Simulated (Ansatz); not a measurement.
## hcp Os

Computed with LDA (Ansatz, a first-principles code, plane waves, PAW).

Run with plane-wave cutoff 500 eV, 20×14×1 k mesh (along the axes of the cell as run), Fermi–Dirac smearing 0.1 eV, scalar-relativistic PAW data made under PBE.

Cell: relaxed at this level.

surface energy of the (10-10) face: 4.04 J/m²
work function of the (10-10) face: 5.40 eV

The slab of 12 atoms is relaxed and unreconstructed.

Spin–orbit coupling is not included.

Static lattice: no zero-point or thermal effects.
